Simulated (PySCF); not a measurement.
A species of formula C4H5FO has this rotational fingerprint, computed with CAM-B3LYP/def2-SVPD in PySCF (dipole) on a GFN2-xTB geometry, gas phase:

```
Rotational constants : A = 7888, B = 3215, C = 2351 MHz
Dipole components    : |μa| = 0.97 D, |μb| = 1.29 D, |μc| = 0.00 D
Inertial defect      : -6.33 u·Å²
κ                    : -0.69
```

**Question.** Which structure is it? (One computed conformer of each.)
A. `[CH2:1]=[CH:2][CH2:3][C:4](=[O:5])[F:6]` with C1–C2–C3–C4 132°, C2–C3–C4–O5 7°
B. `[CH3:1][O:2][C@@H:3]1[CH:4]=[C:5]1[F:6]` with C1–O2–C3–C4 -84°
C. `FC1=COCC1`

**Answer.** C. It is FC1=COCC1, an asymmetric top, point group Cs. The candidates at the same level (rigid rotor, commonest isotopes):

```
        SMILES  A (MHz)  B (MHz)  C (MHz)  μa (D)  μb (D)  μc (D)  Δ (u·Å²)  point group                        rotor
     FC1=COCC1     7888     3215     2351    0.97    1.29    0.00     -6.33           Cs               asymmetric top
CO[C@@H]1C=C1F    10686     2064     1847    1.33    2.05    0.49    -18.54           C1  near-prolate asymmetric top
    C=CCC(=O)F     9028     2034     1748    2.40    1.80    0.58    -15.25           C1  near-prolate asymmetric top
```

`CO[C@@H]1C=C1F` has B 36 % too low; `C=CCC(=O)F` has B 37 % too low. In the right answer the mirror of this Cs structure is the ab plane, so μc vanishes by symmetry. No structure here is proved a minimum.
